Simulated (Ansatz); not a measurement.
Input for Ansatz (development build ahead of 0.2.0):

```yaml
crystal:
  periodic: [false, false, false]
  atoms:
    - { symbol: O, position_ang: [-0.05949, -0.13743, -0.08342] }
    - { symbol: H, position_ang: [0.71553, 0.22961, -0.51791] }
    - { symbol: O, position_ang: [3.03422, 0.17212, 0.1062] }
    - { symbol: H, position_ang: [3.30945, -0.37654, -0.61764] }
    - { symbol: H, position_ang: [2.73892, -0.40366, 0.77398] }
basis:
  gaussian: { orbitals: def2-SVP }
magnetization:
  spin_polarized: true
  initial_magnetization: 1
hamiltonian:
  xc: hf
correlation:
  method: mp2
  frozen_orbitals: { H: 0, O: 1 }
output:
  forces: true
```

The input is written out in the form of the current development build from the run's settings.

The run gave:

```json
{"Converged": "yes", "Reference energy": "-151.29333 hartree", "Correlation energy": "-0.34988 hartree", "Total energy": "-151.64321 hartree", "Spin squared of the determinant": "0.755", "Stability test": "minimum"}
```

Forces (eV/Å):
```
atom      Fx      Fy      Fz
  O1  -0.525  -0.275   0.240
  H2   0.674   0.286  -0.148
  O3   0.242   1.994  -1.003
  H4   0.218  -0.609  -0.378
  H5  -0.608  -1.396   1.289
```
